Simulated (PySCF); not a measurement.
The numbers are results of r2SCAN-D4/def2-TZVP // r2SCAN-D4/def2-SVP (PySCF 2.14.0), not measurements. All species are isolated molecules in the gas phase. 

Reference species (SMILES): `[CH3]` (neutral, multiplicity 2).

* **highest occupied spin orbital**: -5.88 eV

Changed species: `[OH]` (free radical OH; the reference has free radical CH3).

### Question
Give the shifts of the highest occupied spin orbital.

### Answer
the highest occupied spin orbital falls by 1.69 eV, to -7.57 eV.
